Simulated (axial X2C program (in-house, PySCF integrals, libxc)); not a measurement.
**ClB⁺: EOM-IP-CCSD levels**

Wanted for ClB⁺: EOM-IP-CCSD levels, at the two-component level.

Method: two-component X2C with atomic mean-field terms, Cl dyall-av3z, B dyall-v3z; program: an in-house X2C program for linear molecules on PySCF integrals.

All values are calculated.

## Step 1: The job

The input, task.json:

```json
{"zs": [17, 5], "q": 1, "bas": ["dyall-av3z", "dyall-v3z"], "r0": 1.84, "eom": "ip", "rq": 0, "thr": -2.0, "nmax": 95, "grid": [1, 0.96, 1.045, 0.92, 1.09, 1.15]}
```

Keys: zs atomic numbers; q charge; bas basis sets; r0 starting distance in Å; eom kind of EOM run; thr threshold in hartree for freezing inner shells (an s shell follows its p shell); nmax most natural virtual spinors; grid distances as factors.

The run is started by

```bash
$ python soeom.py task.json out
```

Nuclei are Gaussian, cores are contracted, and the Gaunt term is on.

## Step 2: EOM-IP-CCSD at 1.724 Å

Reference: the closed shell ClB; 10 electrons correlated, 94 virtual spinors; roots sought by Ω: 1/2: 4, 3/2: 3, 5/2: 1.

Output:

```text
two-component X2C + atomic mean field  HF
basis functions 104  fitting functions 573  grid points 4355
iter        total energy     max residual
   1       -485.492677447     1.26e-01
   2       -485.504416008     6.77e-03
   3       -485.505082496     5.65e-03
   4       -485.505173921     1.78e-03
   5       -485.505183337     3.02e-04
   6       -485.505184146     1.27e-04
   7       -485.505184225     2.68e-05
   8       -485.505184228     2.68e-06
   9       -485.505184228     1.12e-06
converged
one-electron -720.88408055  Coulomb 240.86665510  exact exchange -31.50192826  xc functional 0.00000000  nuclear repulsion 26.09052374  atomic mean-field constant -0.07635426
correlated 10  virtual 174  natural virtual 94  E(MP2) -0.268244015  MP2 remainder -0.006129632
iter   CCSD correlation   residual
   1     -0.280248099   1.29e-01
   2     -0.289857321   5.70e-02
   3     -0.291856454   2.43e-02
   4     -0.291797551   7.43e-03
   5     -0.291833820   1.73e-03
   6     -0.291828660   5.14e-04
   7     -0.291830302   1.29e-04
   8     -0.291831501   3.43e-05
   9     -0.291831133   1.08e-05
  10     -0.291831174   5.29e-06
  11     -0.291831103   3.19e-06
  12     -0.291831140   1.92e-06
  13     -0.291831143   8.64e-07
(T) -0.013489736  T1 0.0216  D1 0.0303  max T2 0.114
EOM-IP-CCSD roots
2*Omega      energy/Eh   energy/eV  one-particle weight
    1       0.37841474     10.2972      0.933
    1       0.50856032     13.8386      0.926
    1       0.62784207     17.0845      0.009
    1       0.63083004     17.1658      0.826
    3       0.50590958     13.7665      0.927
    3       0.62831260     17.0973      0.008
    3       0.65590250     17.8480      0.000
    5       0.67035651     18.2413      0.000
```

T1 in the output is the amplitude norm over the root of the electron number; divide by √2 for the Lee–Taylor value.

| Ω | vertical IE (eV) | above lowest (cm⁻¹) | spinor | weight |
| --- | --- | --- | --- | --- |
| 1/2 | 10.297 | 0 | 40% B sσ, 37% B pσ, 12% Cl pσ | 0.93 |
| 3/2 | 13.767 | 27980 | 85% Cl pπ, 9% B pπ | 0.93 |
| 1/2 | 13.839 | 28560 | 85% Cl pπ, 9% B pπ | 0.93 |
| 1/2 | 17.166 | 55400 | 69% Cl pσ, 16% B sσ, 8% Cl sσ | 0.83 |

It took 4.5 s on 1 thread of Arm Neoverse V1, shared host; peak memory 0.59 GiB.

## Step 3: EOM-IP-CCSD at 1.655 Å

| Ω | vertical IE (eV) | above lowest (cm⁻¹) | spinor | weight |
| --- | --- | --- | --- | --- |
| 1/2 | 10.040 | 0 | 40% B sσ, 37% B pσ, 10% Cl pσ | 0.93 |
| 3/2 | 14.150 | 33140 | 83% Cl pπ, 10% B pπ | 0.92 |
| 1/2 | 14.222 | 33730 | 83% Cl pπ, 10% B pπ | 0.92 |
| 1/2 | 17.536 | 60460 | 70% Cl pσ, 13% B sσ, 8% Cl sσ | 0.83 |

Run time: 4 s. Hardware: 1 thread of Arm Neoverse V1, shared host; peak memory 0.59 GiB.

## Step 4: EOM-IP-CCSD at 1.802 Å

| Ω | vertical IE (eV) | above lowest (cm⁻¹) | spinor | weight |
| --- | --- | --- | --- | --- |
| 1/2 | 10.568 | 0 | 40% B sσ, 36% B pσ, 14% Cl pσ | 0.93 |
| 3/2 | 13.350 | 22440 | 87% Cl pπ, 8% B pπ | 0.93 |
| 1/2 | 13.423 | 23020 | 87% Cl pπ, 8% B pπ | 0.93 |
| 1/2 | 16.761 | 49950 | 67% Cl pσ, 19% B sσ, 7% Cl sσ | 0.82 |

It took 4.7 s on 1 thread of Arm Neoverse V1, shared host; peak memory 0.59 GiB.

## Step 5: EOM-IP-CCSD at 1.586 Å

| Ω | vertical IE (eV) | above lowest (cm⁻¹) | spinor | weight |
| --- | --- | --- | --- | --- |
| 1/2 | 9.777 | 0 | 40% B sσ, 38% B pσ, 10% Cl pσ | 0.93 |
| 3/2 | 14.540 | 38410 | 80% Cl pπ, 12% B pπ, 7% B dπ | 0.91 |
| 1/2 | 14.611 | 38990 | 81% Cl pπ, 11% B pπ, 7% B dπ | 0.91 |
| 1/2 | 17.903 | 65540 | 71% Cl pσ, 12% B sσ, 9% Cl sσ | 0.84 |

Run time: 4 s. Hardware: 1 thread of Arm Neoverse V1, shared host; peak memory 0.6 GiB.

## Step 6: EOM-IP-CCSD at 1.879 Å

| Ω | vertical IE (eV) | above lowest (cm⁻¹) | spinor | weight |
| --- | --- | --- | --- | --- |
| 1/2 | 10.811 | 0 | 38% B sσ, 35% B pσ, 17% Cl pσ | 0.93 |
| 3/2 | 12.952 | 17260 | 89% Cl pπ, 7% B pπ | 0.93 |
| 1/2 | 13.025 | 17850 | 89% Cl pπ, 7% B pπ | 0.93 |
| 1/2 | 16.379 | 44910 | 64% Cl pσ, 23% B sσ, 6% Cl sσ | 0.82 |

Run time: 4.6 s. Hardware: 1 thread of Arm Neoverse V1, shared host; peak memory 0.6 GiB.

## Step 7: EOM-IP-CCSD at 1.983 Å

| Ω | vertical IE (eV) | above lowest (cm⁻¹) | spinor | weight |
| --- | --- | --- | --- | --- |
| 1/2 | 11.075 | 0 | 35% B sσ, 34% B pσ, 23% Cl pσ | 0.93 |
| 3/2 | 12.455 | 11130 | 91% Cl pπ | 0.93 |
| 1/2 | 12.528 | 11720 | 91% Cl pπ | 0.93 |
| 1/2 | 15.927 | 39130 | 58% Cl pσ, 30% B sσ | 0.81 |

It took 4.4 s on 1 thread of Arm Neoverse V1, shared host; peak memory 0.6 GiB.

## Step 8: Curves of the states

Energies in eV from the lowest point of the lowest state; states are followed by energy order within each Ω.

| R (Å) | (1)Ω=1/2 | (1)Ω=3/2 | (2)Ω=1/2 |
| --- | --- | --- | --- |
| 1.586 | 0.0000 | 4.7626 | 4.8338 |
| 1.655 | 0.0557 | 4.1650 | 4.2378 |
| 1.724 | 0.2546 | 3.7239 | 3.7960 |
| 1.802 | 0.5832 | 3.3652 | 3.4379 |
| 1.879 | 0.9712 | 3.1118 | 3.1848 |
| 1.983 | 1.5097 | 2.8893 | 2.9630 |

## Step 9: Summary of results

| quantity | value |
| --- | --- |
| lowest root at 1.724 Å | Ω = 1/2, 10.297 eV |
| next root led by one particle | Ω = 3/2, about 27980 cm⁻¹ higher |
| T1 of the reference | 0.015 |

Removing an electron from the reference determinant of ClB costs 10.30 eV and empties a spinor of 40% B sσ, 37% B pσ, 12% Cl pσ. Errors of 0.1 to 0.3 eV are usual at this size, and roots led by higher excitations are left out, so the list is incomplete, and low states of that kind can be missing.
